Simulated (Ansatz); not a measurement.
We consider rock-salt MgS, described by revPBE (plane waves, PAW; Ansatz, a quantum-chemistry and plane-wave program).

Numerical settings: plane-wave cutoff 520 eV, 12×12×12 k mesh, Fermi–Dirac smearing 0.01 eV, scalar-relativistic PAW data made under PBE.

Results at a series of volumes:

```
V (Å³/atom)  E − E_lowest (meV/atom)  P (GPa)
-----------  -----------------------  -------
17.197                         15.99     4.92
17.563                          6.86     3.11
17.929                          1.66     1.48
18.295                          0.00     0.00
18.661                          1.55    -1.33
19.026                          6.00    -2.54
19.392                         13.06    -3.63
```

### Question
Estimate the bulk modulus and its pressure derivative from these points.

### Answer
V0 = 18.295 Å³/atom, B0 = 70.1 GPa, B′ = 4.1 (fit to the energies at full precision).

Measured, for comparison: bulk modulus 81 GPa, equilibrium volume per atom 17.45 Å³/atom (corrected for zero-point motion; as tabulated in Goldzak et al. (2022), arXiv:2208.04865). Computed (rounded) less measured: bulk modulus -13 %, equilibrium volume per atom +4.8 %.

It cost about 28 core-seconds (a rough figure) of CPU time.
